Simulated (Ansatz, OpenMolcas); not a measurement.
## Heat of formation of C3H3 (SMILES [CH]1C=C1) from total energies

C3H3: 6 atoms, total charge 0, spin state doublet. As SMILES, `[CH]1C=C1`. Geometry: relaxed at PBE0-D4/def2-TZVP.

Total energies at U-r2SCAN/def2-SVPD (OpenMolcas 26.06); the atoms run unrestricted:

```tsv
species	state	energy (Eh)
C3H3	doublet	-115.800149
C	triplet	-37.788282
H	doublet	-0.499209
```

Harmonic wavenumbers at UPBE0-D4/def2-TZVP, in cm⁻¹: 622, 722, 893, 919, 977, 989, 1042, 1262, 1684, 3091, 3262, 3308.

Measured heats of formation of the gaseous atoms at 298.15 K, in kJ/mol: C 716.9, H 218.0. Take 1 Eh = 2625.50 kJ/mol, 1 cm⁻¹ = 0.0119627 kJ/mol, RT = 2.479 kJ/mol.

**Question.** What heat of formation follows?

**Answer.** 
1. Electronic atomisation energy: 3 × (-37.788282) + 3 × (-0.499209) − (-115.800149) = 0.937676 Eh = 2461.9 kJ/mol.
2. Zero-point energy: half the sum of the wavenumbers, 9385.5 cm⁻¹ = 112.3 kJ/mol.
3. Thermal vibrational enthalpy, Σ hcν̃/(exp(hcν̃/kT) − 1): 1.3 kJ/mol. Translation, rotation and pV of a non-linear molecule: 4 RT = 9.9 kJ/mol.
4. The 6 free atoms carry 5/2 RT each: 37.2 kJ/mol.
5. Spin-orbit coupling lowers the free atoms by 3 × 0.02 = 0.1 kJ/mol.
6. Atomisation enthalpy at 298 K: 2461.9 − 0.1 − 112.3 − 1.3 − 9.9 + 37.2 = 2375.5 kJ/mol.
7. Sum of the atoms' heats of formation: 2804.7 kJ/mol. Heat of formation: 2804.7 − 2375.5 = +429.2 kJ/mol.

The tabulated value is +486.8 kJ/mol (Active Thermochemical Tables), so this level is off by -57.6 kJ/mol, or 2.5 % of the atomisation enthalpy. Anharmonicity and any spin-orbit splitting of the molecule are left out.
